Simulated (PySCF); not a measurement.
System (SMILES): FF (F2).
Geometry (B3LYP-D3(BJ)/def2-TZVP, fixed):
```xyz
2

F      0.0000     0.0000    -0.6982
F      0.0000     0.0000     0.6982
```
Charge 0, spin multiplicity 1.

Basis-set convergence of the isotropic shielding of F1 at PBE0 with PySCF. GIAO, no density fitting; atoms are numbered in the order shown. All functions are spherical. No added dispersion term, no relativity. Reference: the value in pcSseg-3, -196.08 ppm, itself unsure by roughly 4.30 ppm (its mean distance from cc-pCVQZ, cc-pV5Z, pcseg-3). Deviations are taken from unrounded values.

| basis | functions | isotropic shielding of F1 (ppm) |
|---|---|---|
| cc-pVDZ | 28 | -156.34 |
| aug-cc-pVDZ | 46 | -162.50 |
| def2-SVP | 28 | -150.50 |
| def2-SVPD | 46 | -160.98 |
| pcseg-1 | 28 | -170.14 |
| aug-pcseg-1 | 46 | -183.46 |
| 6-311G** | 36 | -194.96 |
| 6-311+G** | 44 | -202.04 |
| cc-pVTZ | 60 | -173.33 |
| aug-cc-pVTZ | 92 | -177.80 |
| pcseg-2 | 60 | -192.51 |
| aug-pcseg-2 | 92 | -195.81 |
| def2-TZVPP | 62 | -185.11 |
| def2-TZVPPD | 80 | -188.54 |
| cc-pVQZ | 110 | -184.71 |
| aug-cc-pVQZ | 160 | -189.66 |
| def2-QZVPP | 114 | -190.30 |
| def2-QZVPPD | 132 | -193.67 |
| pcseg-3 | 120 | -198.72 |
| aug-pcseg-3 | 170 | -201.29 |

What the diffuse functions change, pair by pair:
- cc-pVDZ to aug-cc-pVDZ: 18 more functions, deviation 39.74 to 33.58 ppm
- def2-SVP to def2-SVPD: 18 more functions, deviation 45.58 to 35.10 ppm
- pcseg-1 to aug-pcseg-1: 18 more functions, deviation 25.94 to 12.62 ppm
- 6-311G** to 6-311+G**: 8 more functions, deviation 1.12 to -5.96 ppm
- cc-pVTZ to aug-cc-pVTZ: 32 more functions, deviation 22.75 to 18.28 ppm
- pcseg-2 to aug-pcseg-2: 32 more functions, deviation 3.57 to 0.27 ppm
- def2-TZVPP to def2-TZVPPD: 18 more functions, deviation 10.97 to 7.54 ppm
- cc-pVQZ to aug-cc-pVQZ: 50 more functions, deviation 11.37 to 6.42 ppm
- def2-QZVPP to def2-QZVPPD: 18 more functions, deviation 5.79 to 2.41 ppm
- pcseg-3 to aug-pcseg-3: 50 more functions, deviation -2.64 to -5.21 ppm

They bring the value nearer the reference by more than 4.30 ppm in 5 of 10 pairs.
